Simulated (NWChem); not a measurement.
System: NO anion, triplet

Computed with NWChem. Pople sets run with spherical d functions. Spin-unrestricted. The geometry was optimised at B3LYP/def2-SVPD, spin-unrestricted. No stability test was run on the SCF state. The gas-phase anion has a positive highest level at the geometry level, so the gas reference is doubtful. Level: PBE0/6-31+G* with COSMO at NWChem's default radii, gas-phase geometry; rows give the dielectric constant. Reactions with the solvent are ignored.

For dielectric constant 4.8:

- electrostatic solvation energy (kcal/mol): -58.9

What are these values for dielectric constant 3.9?


| Quantity | Value |
|---|---|
| electrostatic solvation energy (kcal/mol) | -55.3 |
